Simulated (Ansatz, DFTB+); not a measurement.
## Redistribution: CH4O + C3H4S → CH4S + C3H4O

Species: CH4O (methanol) `CO`, singlet; C3H4S (2-propyne-1-thiol) `C#CCS`, singlet; CH4S (methanethiol) `CS`, singlet; C3H4O (propargyl alcohol) `C#CCO`, singlet. The partners trade OH for SH; both sit on C, so the bond types are kept.

Shapes, held fixed at every level: PBE0-D4/def2-TZVP. Flexible molecules stand in one conformer, not always the lowest. Programs: Ansatz 0.2.0, DFTB+ 25.1. The zero-point and thermal change to 298 K, harmonic and unscaled (PBE0-D4/def2-TZVP), is -0.1 kJ/mol.

| level | kind | ΔH(298 K) (kJ/mol) | less CCSD(T)/CBS estimate |
| --- | --- | --- | --- |
| DFTB1 | semi-empirical | -0.1 | +9.3 |
| HF/def2-SVP | Hartree–Fock | -13.2 | -3.8 |
| PBE-D4/def2-TZVPP | GGA | -11.5 | -2.1 |
| B3LYP-D4/def2-TZVPP | global hybrid | -9.8 | -0.4 |
| BHLYP-D4/def2-TZVPP | global hybrid | -10.0 | -0.6 |
| MP2/def2-SVP | perturbation theory | -9.1 | +0.3 |
| MP2/def2-TZVPP | perturbation theory | -8.1 | +1.3 |
| CCSD/def2-TZVPP | coupled cluster or CI | -10.4 | -1.0 |
| CCSD(T)/CBS estimate | coupled cluster or CI | -9.4 | 0.0 |

The highest level, CCSD(T)/CBS estimate, gives ΔH(298 K) = -9.4 kJ/mol; the levels span -13.2 to -0.1. The column of differences is taken from that level and isn't an error. No measured value is set beside it here. The CBS estimate extrapolates MP2 from def2-TZVPP and def2-QZVPP and adds CCSD(T) − MP2 in the triple-zeta set, cores frozen.
